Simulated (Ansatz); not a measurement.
Mulliken charges of `Clc1ccco1` from PBE/def2-TZVPP in Ansatz (PBE0-D4/def2-TZVP geometry).

```
atom   x (Å)   y (Å)   z (Å)  charge (e)
 Cl1   0.886   1.044  -2.489      -0.050
  C2   0.353   0.435  -1.005       0.135
  C3   0.647  -0.707  -0.341      -0.161
  C4  -0.122  -0.649   0.860      -0.146
  C5  -0.809   0.514   0.818      -0.026
  O6  -0.526   1.190  -0.325      -0.140
  H7   1.321  -1.481  -0.667       0.124
  H8  -0.154  -1.383   1.649       0.123
  H9  -1.508   0.992   1.483       0.142
```

Problem. By hand: the dipole of these point charges (1 e Å = 4.8032 D).

Solution. Σ q r = (-0.058, -0.178, 0.273) e Å, of length 0.331 e Å = 1.59 D.

Problem. How does the dipole of the full density compare? (An estimate is asked.)

Solution. Computed: (-0.032, -0.177, 0.229) e Å, 1.40 D; the point charges give 1.14 times that, at 6° from its direction.

Point charges leave out the atoms' own dipoles, such as those of lone pairs, and Mulliken's split depends on the basis, so the close match here is no proof of good charges.
